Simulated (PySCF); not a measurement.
CH3S, charge -1, multiplicity 1. Atoms are numbered in the order given.

```xyz
5

C      0.0000     0.0000     1.1160
S      0.0000     0.0000    -0.7044
H      0.8824     0.5095     1.5248
H     -0.8824     0.5095     1.5248
H      0.0000    -1.0189     1.5248
```
Charge -1, spin multiplicity 1.

The structure is a stationary point at PBE0-D3(BJ)/def2-TZVPD. The multiplicity is an assumed one; other spin states were not compared. The isomer is the one that the SMILES or the coordinates give; other isomers of the formula were not compared.

Computed with CAM-B3LYP/def2-TZVPD in PySCF.

Gas-phase values at a fixed geometry.

Problem. Estimate the frontier levels, gap, dipole moment and polarisability. (Estimate from the structure and the level; the computed values follow.)

Solution. 
```json
{
  "highest_occupied_level": "-1.00 eV",
  "lowest_empty_level": "4.76 eV",
  "orbital_gap": "5.76 eV",
  "dipole_moment_about_the_centre_of_nuclear_charge": "3.37 D",
  "mean_static_polarisability": "59.7 bohr³ (8.85 Å³)",
  "polarisability_principal_values": "57.3, 57.3, 64.6 bohr³"
}
```
